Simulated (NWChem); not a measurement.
# CH4O (methanol) at M06-2X/6-31G, part 2 of 2

NWChem 7.3.0. Earlier steps stand in the parts before.

**3. The doublet cation, same level**

ch4o.xyz

```xyz
6
CH4O
C     -0.088400    -0.207400    -0.275700
O     -0.165000     0.316500     1.030100
H     -0.864700    -0.968400    -0.360900
H      0.878800    -0.683600    -0.479200
H     -0.272700     0.554400    -1.043400
H      0.512100     0.988500     1.129100
```

ch4o.nw

```
start ch4o
title "CH4O"
memory 2200 mb
charge 1

geometry noautosym nocenter noautoz
   load format xyz ch4o.xyz
end

basis spherical bse
   * library 6-31G
end

dft
   xc m06-2x
   mult 2
   grid fine
   convergence energy 1e-08
   maxiter 100
   mulliken
   print low
end

task dft energy
```

Launch:

```sh
$ nwchem ch4o.nw > ch4o.out
```

The program printed:

```text
Northwest Computational Chemistry Package (NWChem) 7.3.0
             --------------------------------------------------------

           Job information
           ---------------

    nwchem branch   = 7.3.0
    use scalapack   = T
    input           = ch4o.nw
    prefix          = ch4o.
    data base       = ./ch4o.db
    status          = startup
    nproc           =        1

           Memory information
           ------------------

    heap     =     72089600 doubles =      550.0 Mbytes
    stack    =     72089597 doubles =      550.0 Mbytes
    global   =    144179200 doubles =     1100.0 Mbytes (distinct from heap & stack)
    total    =    288358397 doubles =     2200.0 Mbytes
    verify   = yes
    hardfail = no

           Directory information
           ---------------------

  0 permanent = .
  0 scratch   = .

                                NWChem Input Module
                                -------------------

                                       CH4O
                                       ----

 Scaling coordinates for geometry "geometry" by  1.889725989
 (inverse scale =  0.529177249)

                             Geometry "geometry" -> ""
                             -------------------------

 Output coordinates in angstroms (scale by  1.889725989 to convert to a.u.)

  No.       Tag          Charge          X              Y              Z
 ---- ---------------- ---------- -------------- -------------- --------------
    1 C                    6.0000    -0.08840000    -0.20740000    -0.27570000
    2 O                    8.0000    -0.16500000     0.31650000     1.03010000
    3 H                    1.0000    -0.86470000    -0.96840000    -0.36090000
    4 H                    1.0000     0.87880000    -0.68360000    -0.47920000
    5 H                    1.0000    -0.27270000     0.55440000    -1.04340000
    6 H                    1.0000     0.51210000     0.98850000     1.12910000

      Atomic Mass
      -----------

      C                 12.000000
      O                 15.994910
      H                  1.007825

 Effective nuclear repulsion energy (a.u.)      40.4580055370

            Nuclear Dipole moment (a.u.)
            ----------------------------
        X                 Y               Z
 ---------------- ---------------- ----------------
    -3.0177034312     2.2270420775    11.0212599106

            XYZ format geometry
            -------------------
     6
 geometry
 C                    -0.08840000    -0.20740000    -0.27570000
 O                    -0.16500000     0.31650000     1.03010000
 H                    -0.86470000    -0.96840000    -0.36090000
 H                     0.87880000    -0.68360000    -0.47920000
 H                    -0.27270000     0.55440000    -1.04340000
 H                     0.51210000     0.98850000     1.12910000

 ==============================================================================
                                internuclear distances
 ------------------------------------------------------------------------------
       center one      |      center two      | atomic units |  angstroms
 ------------------------------------------------------------------------------
    2 O                |   1 C                |     2.66274  |     1.40906
    3 H                |   1 C                |     2.06060  |     1.09042
    4 H                |   1 C                |     2.07324  |     1.09711
    5 H                |   1 C                |     2.07325  |     1.09712
    6 H                |   2 O                |     1.81241  |     0.95909
 ------------------------------------------------------------------------------
                         number of included internuclear distances:          5
 ==============================================================================

 ==============================================================================
                                 internuclear angles
 ------------------------------------------------------------------------------
        center 1       |       center 2       |       center 3       |  degrees
 ------------------------------------------------------------------------------
    2 O                |   1 C                |   3 H                |   107.05
    2 O                |   1 C                |   4 H                |   112.41
    2 O                |   1 C                |   5 H                |   112.41
    3 H                |   1 C                |   4 H                |   108.07
    3 H                |   1 C                |   5 H                |   108.08
    4 H                |   1 C                |   5 H                |   108.64
    1 C                |   2 O                |   6 H                |   108.53
 ------------------------------------------------------------------------------
                            number of included internuclear angles:          7
 ==============================================================================

 Summary of "ao basis" -> "" (spherical)
 ------------------------------------------------------------------------------
       Tag                 Description            Shells   Functions and Types
 ---------------- ------------------------------  ------  ---------------------
 *                           6-31G                    on all atoms

                                 NWChem DFT Module
                                 -----------------

                                       CH4O

                      Basis "ao basis" -> "ao basis" (spherical)
                      -----
  [basis functions not shown]

 Summary of "ao basis" -> "ao basis" (spherical)
 ------------------------------------------------------------------------------
       Tag                 Description            Shells   Functions and Types
 ---------------- ------------------------------  ------  ---------------------
 C                           6-31G                   5        9   3s2p
 O                           6-31G                   5        9   3s2p
 H                           6-31G                   2        2   2s

  Caching 1-el integrals
   Time after variat. SCF:      0.1

     ---------------------------------------------
      Total Density - Mulliken Population Analysis
     ---------------------------------------------

    Atom       Charge   Shell Charges
 -----------   ------   -------------------------------------------------------
    1 C    6     6.22   2.00  0.81  1.98  0.66  0.76
    2 O    8     8.82   2.00  1.04  3.40  0.86  1.53
    3 H    1     0.63   0.45  0.18
    4 H    1     0.48   0.35  0.14
    5 H    1     0.48   0.35  0.14
    6 H    1     0.36   0.33  0.03

     --------------------------------------------
      Spin Density - Mulliken Population Analysis
     --------------------------------------------

    Atom       Charge   Shell Charges
 -----------   ------   -------------------------------------------------------
    1 C    6     0.43   0.00  0.00  0.30  0.00  0.13
    2 O    8     0.28   0.00  0.00  0.21 -0.00  0.07
    3 H    1     0.00   0.00  0.00
    4 H    1     0.14   0.10  0.04
    5 H    1     0.14   0.10  0.04
    6 H    1     0.00   0.00  0.00
   Time prior to 1st pass:      0.1

           Memory utilization after 1st SCF pass:
           Heap Space remaining (MW):       37.53            37525616
          Stack Space remaining (MW):       72.09            72089172

   convergence    iter        energy       DeltaE   RMS-Dens  Diis-err    time
 ---------------- ----- ----------------- --------- --------- ---------  ------
 d= 0,ls=0.0,diis     1   -115.0056966828 -1.55D+02  2.63D-02  4.08D-01     1.1
                                                     2.98D-02  4.77D-01
 d= 0,ls=0.0,diis     2   -114.8838315957  1.22D-01  1.76D-02  9.31D-01     1.8
                                                     1.66D-02  6.97D-01
 d= 0,ls=0.0,diis     3   -115.2126928590 -3.29D-01  2.02D-03  3.59D-03     2.6
                                                     2.88D-03  3.19D-03
 d= 0,ls=0.0,diis     4   -115.2158931613 -3.20D-03  1.32D-03  3.41D-03     3.4
                                                     1.15D-03  1.73D-03
 d= 0,ls=0.0,diis     5   -115.2174325669 -1.54D-03  1.20D-03  4.86D-04     4.2
                                                     1.36D-03  1.74D-04
  Resetting Diis
 d= 0,ls=0.0,diis     6   -115.2180113473 -5.79D-04  2.69D-04  1.42D-05     5.1
                                                     3.32D-04  8.06D-06
 d= 0,ls=0.0,diis     7   -115.2180381489 -2.68D-05  2.09D-05  2.48D-07     5.9
                                                     2.35D-05  3.10D-07
 d= 0,ls=0.0,diis     8   -115.2180385274 -3.78D-07  1.09D-05  5.32D-08     6.7
                                                     1.51D-05  7.03D-08
 d= 0,ls=0.0,diis     9   -115.2180386201 -9.27D-08  8.25D-06  6.26D-08     7.6
                                                     8.13D-06  5.03D-08
 d= 0,ls=0.0,diis    10   -115.2180386580 -3.79D-08  1.60D-06  1.40D-09     8.4
                                                     2.44D-06  1.65D-09
 d= 0,ls=0.0,diis    11   -115.2180386610 -3.02D-09  1.32D-06  1.19D-09     9.2
                                                     1.85D-06  8.57D-10

         Total DFT energy =     -115.218038660989
      One electron energy =     -230.568770205871
           Coulomb energy =       89.954247818214
    Exchange-Corr. energy =      -15.061521810364
 Nuclear repulsion energy =       40.458005537033

 Numeric. integr. density =       17.000000269560

     Total iterative time =      9.1s

     ---------------------------------------------
      Total Density - Mulliken Population Analysis
     ---------------------------------------------

    Atom       Charge   Shell Charges
 -----------   ------   -------------------------------------------------------
    1 C    6     6.35   2.00  0.69  2.11  0.68  0.87
    2 O    8     8.17   2.00  0.97  2.79  0.98  1.44
    3 H    1     0.67   0.51  0.16
    4 H    1     0.65   0.49  0.17
    5 H    1     0.65   0.49  0.17
    6 H    1     0.50   0.48  0.02

     --------------------------------------------
      Spin Density - Mulliken Population Analysis
     --------------------------------------------

    Atom       Charge   Shell Charges
 -----------   ------   -------------------------------------------------------
    1 C    6     0.00  -0.00 -0.00  0.04 -0.01 -0.03
    2 O    8     0.83   0.00  0.01  0.60  0.00  0.21
    3 H    1    -0.00  -0.00 -0.00
    4 H    1     0.10   0.07  0.03
    5 H    1     0.10   0.07  0.03
    6 H    1    -0.03  -0.02 -0.01

     -------------------------------------------
      Total Density - Lowdin Population Analysis
     -------------------------------------------

    Atom       Charge   Shell Charges
 -----------   ------   -------------------------------------------------------
    1 C    6     6.15   1.99  0.58  1.92  0.45  1.21
    2 O    8     7.90   1.99  0.92  2.65  0.71  1.63
    3 H    1     0.80   0.49  0.31
    4 H    1     0.76   0.46  0.30
    5 H    1     0.76   0.46  0.30
    6 H    1     0.63   0.45  0.18

     ------------------------------------------
      Spin Density - Lowdin Population Analysis
     ------------------------------------------

    Atom       Charge   Shell Charges
 -----------   ------   -------------------------------------------------------
    1 C    6     0.03  -0.00 -0.00  0.04 -0.00 -0.00
    2 O    8     0.82   0.00  0.01  0.58 -0.00  0.22
    3 H    1    -0.00  -0.00 -0.00
    4 H    1     0.09   0.07  0.02
    5 H    1     0.09   0.07  0.02
    6 H    1    -0.02  -0.01 -0.01

     --------------------------
     Expectation value of S2:
     --------------------------
      <S2> =      0.7540 (Exact =     0.7500)

 Task  times  cpu:        9.2s     wall:        9.2s
 Total times  cpu:        9.2s     wall:        9.2s
```

Wall time 9.9 s (1 thread of Intel Xeon Platinum 8175M at 2.50GHz (Skylake/Cascade Lake), shared host); peak memory 0.11 GiB.

**4. What came out**

What follows sums up all 2 parts.

At M06-2X/6-31G:

```
                                          quantity          value
                        singlet CH4O: total energy  -115.61814 Eh
                       singlet CH4O: dipole moment         2.13 D
                      doublet cation: total energy  -115.21804 Eh
                              doublet cation: ⟨S²⟩          0.754
vertical ionisation energy (to the doublet cation)      10.887 eV
```

**Reading.** Removing an electron at fixed nuclei costs 10.89 eV (1050 kJ/mol). The measured vertical value is 10.96 eV (NIST CCCBDB): this level is 0.07 eV (0.7 %) too low. Mulliken charges (singlet CH4O) run from -0.64 on O2 to +0.37 on H6. At M06-2X/6-31G: The measured dipole moment is 1.70 D (NIST CCCBDB); the computed value is 0.43 D (25 %) too high.
